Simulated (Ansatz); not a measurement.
Two shapes of singlet H₃O(+).

Shape 1:

```xyz
4

O     0.0307    0.0196    0.0403
H     0.8961    0.0111   -0.2122
H    -0.4661    0.8628   -0.2170
H    -0.4427   -0.8088   -0.2387
```

Shape 2:

```xyz
4

O     0.0000    0.0000    0.0745
H     0.9429    0.0000   -0.1986
H    -0.4715    0.8166   -0.1986
H    -0.4715   -0.8166   -0.1986
```

Basis set: 6-31G* (spherical functions). Frozen core: 1 orbital. Charge 1, multiplicity 1.

Computed with Ansatz (development build ahead of 0.2.0); each method stands on the lowest determinant of its kind that the runs found.

Q: Which shape is lower in energy, and by how much in each method?

A:

```
 method  E(2) − E(1) (eV)
    RHF            -0.186
RHF-MP2            -0.229
```

Shape 2 is lower.
